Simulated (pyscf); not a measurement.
Structures and frequencies: ωB97X-D3(BJ)/def2-SVP in PySCF.

Q: For H₂N–SiH₂–O–SiH₂–OH -> cyclic H₄O₂Si₂ (SMILES O1[SiH2]O[SiH2]1) + ammonia (NH₃), a concerted two-bond exchange (singlet surface; N–Si, H–O broken, O–Si, H–N formed), PBE/def2-TZVP gives ΔE‡ = 25.0 kcal/mol and ΔE = +19.6 kcal/mol (zero: the reactant's lowest minimum found). In which direction and how far do r²SCAN/def2-TZVP, B3LYP-D3(BJ)/def2-TZVP, ωB97M-D3(BJ)/def2-TZVP move these?

A: r²SCAN: ΔE‡ = 27.6 kcal/mol, ΔE = +21.5 kcal/mol; B3LYP-D3(BJ): ΔE‡ = 30.5 kcal/mol, ΔE = +23.5 kcal/mol; ωB97M-D3(BJ): ΔE‡ = 29.8 kcal/mol, ΔE = +22.2 kcal/mol. PBE's barrier lies under all of them, by 2.7 to 5.5 kcal/mol. Its reaction energy lies under all of them, by 1.9 to 3.9 kcal/mol. On the product side the descent ends in an adduct with a Si–Si, N–Si contact, 13.1 kcal/mol under the separated species and 20.7 kcal/mol under the saddle at ωB97X-D3(BJ)/def2-TZVP. What is counted as broken (N–Si) persists as a longer contact in the product adduct; parting that adduct is a step of its own. cyclic H₄O₂Si₂ (SMILES O1[SiH2]O[SiH2]1) is closed by a dative Si–Si contact. One saddle was located; it need not be the lowest between these sides.
